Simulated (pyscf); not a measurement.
Thermochemistry of product channels of H₃C–SH (SMILES CS) + H₂S (SMILES S) on the singlet surface, in kcal/mol, from ωB97M-D3(BJ)/def2-TZVP energies (ideal gas, 1 atm, RRHO with modes under 100 cm⁻¹ raised to 100, one conformer, R ln 2 for chiral ones without a mode under 150 cm⁻¹). PySCF, gas phase, ωB97X-D3(BJ)/def2-SVP geometries.

```csv
products,ΔE,ΔH(298 K),ΔG(900 K),ΔG(1200 K)
H₃C–S–SH (SMILES CSS) + H₂ (SMILES [H][H]),…,+9.8,+14.4,+15.1
CH₄ (SMILES C) + HS–SH (SMILES SS),…,-3.6,-0.3,+0.9
```

Q: Complete the blanks.

A: 
- H₃C–S–SH (SMILES CSS) + H₂ (SMILES [H][H]), ΔE: +11.4
- CH₄ (SMILES C) + HS–SH (SMILES SS), ΔE: -4.6

These are energies of the channels, which say nothing of barriers.
